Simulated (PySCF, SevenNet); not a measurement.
For rock-salt CaO, the machine-learned potential SevenNet-0 (trained on PBE and PBE+U data) gives:

| Item | Result |
|---|---|
| lattice parameter a | 4.838 Å |
| bulk modulus B0 | 104 GPa |

Task: What does Hartree–Fock (PySCF, GTH pseudopotentials, Gaussian basis) give for the same quantities?

Result: 
- lattice constant a: 4.871 Å (rises by 0.7 %)
- bulk modulus: 115 GPa (grows by 11 %)

For comparison: lattice constant a 4.781 Å (measured, zero-point anharmonic expansion removed; as tabulated in Chen et al. (2018), doi:10.1103/physrevmaterials.2.073803); bulk modulus 120 GPa (measured, low temperature, extrapolated to 0 K; as tabulated in Chen et al. (2018), doi:10.1103/physrevmaterials.2.073803).

Changes are worked out from the printed values.

Unless a cell is named, each level is at its own relaxed cell (SevenNet-0 14.16, Hartree–Fock 14.44 Å³/atom).
